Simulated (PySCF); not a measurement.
An unknown shows these calculated signals:

1H NMR (400 MHz, computed): δ 9.48 (q, J = 1.4 Hz, 1H), 2.27 (d, J = 1.4 Hz, 3H).

13C{1H} NMR (computed): δ 180.9 (CH), 102.9 (C), 85.9 (C), 5.3 (CH3).

Method: couplings computed with B3LYP/pcJ-1, GFN2-xTB geometry, shielding tensors at PBE0/pcSseg-1 (GIAO), in PySCF 2.14.0 with density-fitted response routines (fast rotation and ring inversion assumed for equivalent nuclei, single conformer, no solvent, non-relativistic Hamiltonian).

δ = σ(ref) − σ, references computed at the same level: 1H (σ = 31.72 ppm), 13C (σ = 186.93 ppm) against TMS.

**Question.** Which of these does the molecule contain: an aldehyde, a tert-butyl group, a benzene ring, a C≡C triple bond, a Si–CH3 group?

**Answer.** 
- An aldehyde: yes (δC 180.9; δH 9.48 (q)).
- A tert-butyl group: no.
- A benzene ring: no.
- A C≡C triple bond: yes (δC 102.9, 85.9).
- A Si–CH3 group: no.

The data belong to `CC#CC=O`, C₄H₄O; they needn't prove each group on their own.

Carbon signals by region: 1 in the far downfield region (above 160 ppm), 1 in the sp2 and nitrile region (100–160 ppm), 1 at 50–100 ppm, 1 below 50 ppm. Above 160 ppm: 180.9, aldehyde carbonyl carbon.

Splittings below 1 Hz are ignored in the labels, and close J values are merged. Shifts are as computed. Against solution values, carbons near 30 ppm lie about +3 ppm off and those near 130 ppm about +5 ppm. Of 1211 compounds with measured shifts, 218 miss one by over three times the rms of a fit or turn the order of signals round; such compounds aren't used in these exercises.
